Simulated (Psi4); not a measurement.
Relaxed torsion scan: SMILES C(=C/C#C)/C=C. Scanned: dihedral C3–C4–C5–C6; all other coordinates were relaxed at B3LYP-D3(BJ)/def2-SVP. Points at φ and −φ are mirror images.

Geometry of the scan point at -120° (Å):
```
12

C     -2.3495     1.5878    -0.6572
C     -1.8589     0.5536    -0.2491
C     -1.3038    -0.6686     0.2245
C      0.0196    -0.8937     0.3818
C      1.0755     0.0568    -0.0057
C      2.0368    -0.2097    -0.8990
H     -2.7795     2.5022    -1.0193
H     -2.0128    -1.4620     0.4857
H      0.3292    -1.8930     0.7082
H      0.9695     1.0829     0.3687
H      2.1477    -1.2036    -1.3445
H      2.7516     0.5573    -1.2081
```

Computed with DF-MP2 (frozen core)/cc-pVTZ // B3LYP-D3(BJ)/def2-SVP run with Psi4.

Scanned values (°): -150, -120, -90, -60, -30, 0, 30, 60, 90, 120, 150, 180.

**Question.** Locate the minima and the barriers on this grid.

**Answer.** Lower than their neighbours: 0° (3.6 kcal/mol), 180° (0.0 kcal/mol). Higher than their neighbours: -90° (7.1 kcal/mol), 90° (7.1 kcal/mol). The whole profile spans 7.1 kcal/mol.
